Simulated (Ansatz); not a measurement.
One geometry of Al3H3, several levels of theory.

```yaml
crystal:
  periodic: [false, false, false]
  atoms:
    - {symbol: Al, position_ang: [0.567994, 1.269332, 0.142823]}
    - {symbol: Al, position_ang: [-1.107318, 0.305522, 1.674338]}
    - {symbol: Al, position_ang: [0.041259, -1.369980, 0.275588]}
    - {symbol: H, position_ang: [-0.974258, 0.180713, -0.315904]}
    - {symbol: H, position_ang: [1.212318, 2.199670, -1.010308]}
    - {symbol: H, position_ang: [0.260004, -2.585267, -0.766527]}
basis:
  gaussian: {orbitals: def2-TZVP}
magnetization: {spin_polarized: true, initial_magnetization: 2}
hamiltonian: {xc: pbe0, dispersion: d4}
scf: {omitted_lower_state_checks: [starts]}
output: {orbitals: {seedname: orbitals}}
```

The file start.molden holds the orbitals of an earlier run on this structure, at another level or in another basis.

```sh
$ ansatz run in.yaml --threads 4 --pin off --events-out ev --progress --plain --max-ram 3916MiB
```

Shortened log:

```
Functional definition: PBE0
969 factors; their error is unknown
mean field evaluation 1: about -19826.1050 eV, gradient 1.2e1 eV
mean field evaluation 2: about -19826.4168 eV, gradient 1.1e1 eV
mean field evaluation 4: about -19827.4904 eV, gradient 7.3e-1 eV
mean field evaluation 8: about -19827.5347 eV, gradient 3.8e-2 eV
mean field evaluation 16: about -19827.5347 eV, gradient 3.3e-4 eV
mean field evaluation 32: about -19827.5347 eV, gradient 3.4e-5 eV
mean field -19827.53469979 eV, -728.6484606315 hartree, gradient 5.8e-6 eV, S^2 2.013267; 0 other end points of the search recorded, 0 dependent functions left out
reference -19827.53473219 eV, -728.6484618221 hartree; 22, 20 occupied and 107, 109 virtual orbitals, 969 factors
Total energy: -19827.64353238 eV, -728.6524601556 hartree
Checks for a lower state left out: starts
```

Run time 4.8 s (4 threads of Arm Neoverse V2 on a shared host).

The first input with `gaussian: {orbitals: def2-TZVP, initial_orbitals: start.molden}`, `hamiltonian: {xc: pbe, dispersion: d4}` (abridged; 3.1 s):

```
Functional definition: PBE
mean field -19825.80737762 eV, -728.5849827127 hartree, gradient 8.0e-6 eV, S^2 2.007894
Total energy: -19825.93531169 eV, -728.5896842029 hartree
Checks for a lower state left out: starts
```

First input, but with `gaussian: {orbitals: def2-TZVP, initial_orbitals: start.molden}`, `hamiltonian: {xc: r2scan, dispersion: d4}` (abridged; 8.5 s):

```
Functional definition: r2SCAN
mean field evaluation 16: about -19834.6791 eV, gradient 1.6e-5 eV
mean field -19834.67907266 eV, -728.9110114919 hartree, gradient 3.3e-6 eV, S^2 2.020056
Total energy: -19834.70555846 eV, -728.9119848269 hartree
Checks for a lower state left out: starts
```

Geometry: PBE-D4/def2-TZVP, that of the neutral singlet.

At PBE0-D4/def2-TZVP a singlet of charge 0 lies 1.71 eV below the triplet at the same geometry. The structure comes from a short search, and lower isomers may exist.
